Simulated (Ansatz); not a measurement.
**Where CCSD(T) holds and where it slips**

Each species is computed at the geometry given (Å), with frozen cores, in Ansatz 0.2.0: RHF-CCSD(T) for singlets, UHF-CCSD(T) otherwise, and full CI in the same basis. The program picks the determinant by a search with trial CCSD, so it needn't be the lowest Hartree–Fock solution. States: HAlB quartet Σ⁻ or Δ, AlLi triplet Π, HBMg singlet A'. Cases whose determinant has another symmetry than full CI's state, or lies over 0.5 eV above the lowest of its kind, whose (Q) step broke down or whose higher cluster runs on it stay over 0.1 eV above full CI weren't drawn.

Q: Judging by size, spin and bonding, rank them by the size of CCSD(T)'s error in total energy against full CI in the same basis, smallest first (an estimate).
A. AlLi, triplet, aug-cc-pVTZ: Al 0.000 0.000 0.000; Li 0.000 0.000 2.635
B. HAlB, quartet, 6-31G: B 0.000 0.000 -1.595; Al 0.000 0.000 0.105; H 0.000 0.000 1.490
C. HBMg, singlet, cc-pVDZ: B 0.000 -0.217 1.579; Mg 0.000 0.018 -0.805; H 0.000 1.902 2.461

A: B (22.5 meV), A (29.0 meV), C (60.7 meV).

```csv
species,basis,correlated electrons,CCSD(T) − full CI (meV),CCSDT(Q) − full CI (meV),unpaired electrons (full CI),T1,⟨S²⟩ of the determinant
"HAlB, quartet",6-31G,7,22.5,0.7,3.02,0.020,3.75
"AlLi, triplet",aug-cc-pVTZ,4,29.0,0.0,2.06,0.021,2.02
"HBMg, singlet",cc-pVDZ,6,60.7,-2.6,0.73,0.049,0.00
```

Unpaired electrons are Σ n²(2−n)² over natural occupations; an open shell counts its own unpaired electrons too. Frozen cores follow each run's orbitals, which moves totals by a few meV. RHF is unstable for HBMg, singlet in cc-pVDZ: UHF reaches ⟨S²⟩ = 1.49.
